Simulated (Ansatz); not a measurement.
bcc W was calculated with rVV10 (Ansatz, a program for electronic structure, plane waves, PAW).

Output (set-up and result lines):

```
Crystal: 1 atoms, lattice volume = 16.105 Å³
Basis set: ecut = 520 eV, 429 PW (Γ), exchange–correlation on 48×48×48 points (8 copies of the dense FFT grid, shifted against one another)
Bands: 11, of which v1, the nominal top of the filled ones, is band 7 counted from 1 (6 counted from 0)
Symmetry: 48 space group operations
Space group: Im-3m (ITA 229), of the structure as read, at distance tolerance 2.5e-5 Å
k-points: 413 of 13824
Functional: x = rpw86, c = pbe(β = 0.06672455060314922) + rvv10(b = 6.3, C = 0.0093)
SCF iter   1: F=—  HF=-10451.217868 eV  |F-HF|=—  |Δ(HF+E_count)|=         —  Δρ=5.78e-3  dr2=4.70e-3
SCF iter   2: F=—  HF=-10451.215809 eV  |F-HF|=—  |Δ(HF+E_count)|=   2.06e-3  Δρ=1.39e-3  dr2=1.09e-4
  ...
SCF iter   5: F=—  HF=-10451.215894 eV  |F-HF|=—  |Δ(HF+E_count)|=   1.56e-7  Δρ=2.56e-6  dr2=2.91e-10
SCF iter   6: F=-10451.215894 eV  HF=-10451.215894 eV  |F-HF|=1.82e-12  |Δ(HF+E_count)|=  9.09e-11  Δρ=2.11e-7  dr2=3.51e-12
SCF 1 converged in 6 iterations: F = -10451.215894 eV  dr2 = 3.51e-12
SCF converged after 6 iterations
Free energy (F): -10451.215894 eV
Internal energy: -10451.212726 eV  (E = F + TS)
E sigma→0 (E₀):  -10451.214310 eV
Fermi energy:    22.463384 eV
--- Stress (GPa, compression-positive) ---
        6.273099      -0.000000       0.000000
       -0.000000       6.273099       0.000000
       -0.000000      -0.000000       6.273099
  P = ⅓ Tr σ = 6.2731 GPa (62.731 kbar)
```

**Question.** Write an input file that could have produced this run (the log leaves some choices open).

**Answer.** One answer among several that fit: 
Ansatz 0.2 input:
```yaml
crystal:
  lattice:
    - [-1.5908537151, 1.5908537151, 1.5908537151]
    - [1.5908537151, -1.5908537151, 1.5908537151]
    - [1.5908537151, 1.5908537151, -1.5908537151]
  atoms:
    - { symbol: W, position: [0.0, 0.0, 0.0] }
basis:
  ecutwfc: 520
  ecutrho_ratio: 4
  xc_grid: 2
kpoints:
  mp_grid: { grid: [24, 24, 24] }
hamiltonian:
  xc: { exchange: rpw86, correlation: pbe }
  dispersion: rvv10
  pseudopotentials: { kind: paw }
scf:
  occupations: { method: fermi_dirac, width: 0.05 }
  convergence: { dr2_threshold: 0.0000000001 }
output:
  forces: false
  stress: true
  eigenvalues: true
```

The cell is one volume of an energy–volume scan, off the minimum.

The PAW data were made under PBE.
